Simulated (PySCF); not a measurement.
# Level sweep

Compound: chloromethylene, CHCl (singlet state).
Z-matrix (Å and degrees, PBE0-D3(BJ)/def2-SVP geometry), rows numbered from 1:
```
C 
Cl  1  1.6934
H   1  1.1206  2  101.83
```

PySCF, dipoles from the SCF density, polarisabilities from static response with core orbitals frozen. Geometry: PBE0-D3(BJ)/def2-SVP; no solvent, vibrations or thermal averaging.

Reference dipole: 0.501 D (measured, gas; NIST CCCBDB Release 22 (SRD 101), experimental dipoles). The anisotropy is √(½[(α1 − α2)² + (α2 − α3)² + (α3 − α1)²]).

| level | μ (D) | error (%) | α (au) | anisotropy (au) |
| --- | --- | --- | --- | --- |
| LDA/def2-SVPD | 1.691 | +237.5 | 29.33 | 15.10 |
| PBE/def2-SVPD | 1.604 | +220.1 | 29.06 | 15.04 |
| B3LYP/def2-SVPD | 1.587 | +216.8 | 28.41 | 14.40 |
| PBE0/def2-SVPD | 1.587 | +216.8 | 28.04 | 14.10 |
| BHandHLYP/def2-SVPD | 1.573 | +214.0 | 27.38 | 13.35 |
| CAM-B3LYP/def2-SVPD | 1.617 | +222.8 | 28.01 | 13.84 |
| wB97X-D/def2-SVPD | 1.597 | +218.8 | 27.99 | 13.77 |
| LC-wPBE/def2-SVPD | 1.637 | +226.7 | 27.31 | 13.20 |
| PBE0/6-31G* | 1.633 | +225.9 | 19.36 | 16.97 |
| PBE0/def2-SVP | 1.807 | +260.7 | 19.38 | 15.14 |
| PBE0/6-31+G* | 1.847 | +268.7 | 23.19 | 17.06 |
| PBE0/aug-cc-pVDZ | 1.553 | +209.9 | 27.98 | 14.71 |
| PBE0/def2-TZVP | 1.627 | +224.8 | 24.39 | 15.66 |
| PBE0/def2-TZVPD | 1.541 | +207.6 | 28.95 | 14.70 |
| PBE0/aug-cc-pVTZ | 1.542 | +207.8 | 28.89 | 14.63 |

For the dipole, the smallest error is 207.6% (PBE0/def2-TZVPD) and the largest 268.7% (PBE0/6-31+G*). Even the closest misses by 208%. The dipole runs from 1.54 D (PBE0/def2-TZVPD) to 1.85 D (PBE0/6-31+G*). No reference polarisability is at hand; against PBE0 in the largest diffuse basis at hand (aug-cc-pVTZ) the other PBE0 rows deviate by 6-31G* -33%, def2-SVP -33%, 6-31+G* -20%, def2-SVPD -3%, aug-cc-pVDZ -3%, def2-TZVP -16%, def2-TZVPD 0%. In one basis (def2-SVPD) the functionals order the polarisability from LC-wPBE (lowest) to LDA (highest), a spread of 7%. With PBE0 the polarisability is 21.05 au without diffuse functions (mean of 6-31G*, def2-SVP and def2-TZVP) and 27.41 au with them (mean of 6-31+G*, def2-SVPD, aug-cc-pVDZ, def2-TZVPD and aug-cc-pVTZ). Measured values can belong to vibrating molecules; the computed ones are for one fixed geometry.
